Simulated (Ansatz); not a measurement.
# SiN2H6 (SMILES NN[SiH3]): the energy to break a bond

The species is SiN2H6 (9 atoms), meant as a singlet with charge 0. SMILES: `NN[SiH3]`. Geometry: optimised at B3LYP/def2-SVP. This is one conformer, not always the lowest.

```xyz
9

N    -0.5681    0.9453   -1.2142
N    -0.2470    0.7227    0.1407
Si    0.4159   -0.7484    0.7747
H     0.2567    0.8320   -1.8073
H    -1.2745    0.2790   -1.5336
H    -0.4276    1.5341    0.7219
H     1.7318   -1.0962    0.1475
H    -0.4824   -1.9218    0.5284
H     0.5950   -0.5465    2.2418
```

Wanted: the dissociation energy of the H9–Si3 bond into doublet H and doublet SiN2H5 (shapes relaxed at B3LYP/def2-SVP, no zero-point term). 1 Eh = 2625.50 kJ/mol = 27.2114 eV. Totals in Eh; open shells run unrestricted unless said.

```
          level  program       SiN2H6  doublet H  doublet SiN2H5
   HF/def2-TZVP   Ansatz  -401.351501  -0.499810     -400.729153
  PBE/def2-TZVP   Ansatz  -402.340119  -0.499616     -401.701215
B3LYP/def2-TZVP   Ansatz  -402.659856  -0.502154     -402.010448
```

Question: Work out the dissociation energy at each level.

Answer: 
1. HF/def2-TZVP: (-0.499810) + (-400.729153) − (-401.351501) = 0.122538 Eh = 321.7 kJ/mol = 3.33 eV.
2. PBE/def2-TZVP: (-0.499616) + (-401.701215) − (-402.340119) = 0.139288 Eh = 365.7 kJ/mol = 3.79 eV.
3. B3LYP/def2-TZVP: (-0.502154) + (-402.010448) − (-402.659856) = 0.147254 Eh = 386.6 kJ/mol = 4.01 eV.

The levels span 322 to 387 kJ/mol; no measured value is set beside them. Hartree–Fock lacks the correlation of the electrons that are unpaired, so it comes out low. A bond enthalpy at 298 K also holds the loss of zero-point energy and thermal terms.
